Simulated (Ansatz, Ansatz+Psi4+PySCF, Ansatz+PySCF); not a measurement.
```yaml
atoms:
  - { symbol: C, position_ang: [0.0000, 0.0000, 0.0000] }
  - { symbol: H, position_ang: [0.0000, 0.0000, -1.0900] }
  - { symbol: O, position_ang: [0.0000, 1.1125, 0.5915] }
  - { symbol: O, position_ang: [0.0000, -1.1125, 0.5915] }
```

Basis set: cc-pVTZ (spherical functions). Left uncorrelated: 3 orbitals. Correlation on ROHF uses semicanonical orbitals with singles. Charge 0, multiplicity 2.

Computed with Ansatz (development build ahead of 0.2.0); each method stands on the lowest determinant of its kind that the runs found.

(1) Give the atomization energy at this shape (free ground-state atoms in the same class of orbitals less the molecule, no zero-point energy) of doublet CHO₂ by ROHF-MP2, UHF-MP2, UHF-CCSD(T), ROHF-CCSD(T), ROHF, UHF.

Answers

(1)

| method | atomization energy |
| --- | --- |
| ROHF-MP2 | 373.38 kcal/mol |
| UHF-MP2 | 356.66 kcal/mol |
| UHF-CCSD(T) | 355.79 kcal/mol |
| ROHF-CCSD(T) | 361.18 kcal/mol |
| ROHF | 241.85 kcal/mol |
| UHF | 237.91 kcal/mol |

Caution: the shape is not the minimum. Caution for ROHF-MP2, UHF-MP2, UHF-CCSD(T), ROHF-CCSD(T): another reference gives a lower total. Caution for ROHF-MP2, ROHF-CCSD(T): large amplitudes, a single reference is doubtful. Caution for ROHF-MP2, ROHF-CCSD(T), ROHF: the determinant breaks the point group. Caution for UHF-MP2, UHF-CCSD(T): a plain start can end on a higher determinant. Caution for UHF-MP2, UHF-CCSD(T), UHF: the unrestricted determinant is spin contaminated.
